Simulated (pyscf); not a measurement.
## Elimination: F–CH(F)–C(F)(F)–F → tetrafluoroethylene (F–C(F)=C(F)–F) + hydrogen fluoride (HF)

Gas phase, singlet surface, charge 0. Bonds broken: C2–H8, C4–F5. Bonds formed: F5–H8. Optimised with ωB97X-D3(BJ)/def2-SVP in PySCF.

Transition state (Å):

```xyz
8

F     -0.0340     0.7260    -1.0819
C      0.0290     0.3876     0.2187
F     -0.0510     1.4726     1.0102
C     -0.8842    -0.6707     0.5882
F      0.7254    -1.7251     0.9849
F     -1.4085    -0.7421     1.7530
F     -1.3838    -1.4687    -0.2779
H      0.9143    -0.6468     0.5975
```

One imaginary mode, 1822i cm⁻¹; descent along it reached the two sides named.

| bond | change | reactant side (Å) | saddle | product side |
|---|---|---|---|---|
| C2–H8 | breaks | 1.104 | 1.413 | 3.5 |
| C4–F5 | breaks | 1.333 | 1.965 | 2.7 |
| F5–H8 | forms | 2.385 | 1.161 | 0.924 |

Electronic energies relative to the reactant's lowest minimum found (kcal/mol):

| level | barrier | reaction energy | reverse barrier |
|---|---|---|---|
| ωB97X-D3(BJ)/def2-TZVP | 90.5 | +46.6 | 43.9 |
| PBE/def2-TZVP | 76.4 | +39.8 | 36.5 |
| r²SCAN/def2-TZVP | 83.8 | +46.4 | 37.5 |
| B3LYP-D3(BJ)/def2-TZVP | 84.8 | +41.5 | 43.3 |
| PBE0-D3(BJ)/def2-TZVP | 87.1 | +45.0 | 42.0 |
| M06-2X/def2-TZVP | 93.4 | +46.1 | 47.3 |
| ωB97M-D3(BJ)/def2-TZVP | 87.9 | +44.4 | 43.6 |
| HF/def2-TZVP | 110.5 | +49.3 | 61.2 |

With ωB97M-D3(BJ)/def2-TZVP energies and thermal terms (ideal gas, 1 atm, RRHO with modes under 100 cm⁻¹ raised to 100, one conformer, R ln 2 for rigid chiral ones), in kcal/mol:

```json
[
 {"T (K)": "298", "ΔH‡": "83.2", "ΔG‡": "82.6", "ΔH": "+41.5", "ΔG": "+31.3"},
 {"T (K)": "600", "ΔH‡": "83.5", "ΔG‡": "81.9", "ΔH": "+42.0", "ΔG": "+20.8"},
 {"T (K)": "900", "ΔH‡": "83.5", "ΔG‡": "81.2", "ΔH": "+41.7", "ΔG": "+10.2"},
 {"T (K)": "1200", "ΔH‡": "83.3", "ΔG‡": "80.4", "ΔH": "+41.1", "ΔG": "-0.2"}
]
```

This is the saddle that the search found; another between the same sides may lie lower.
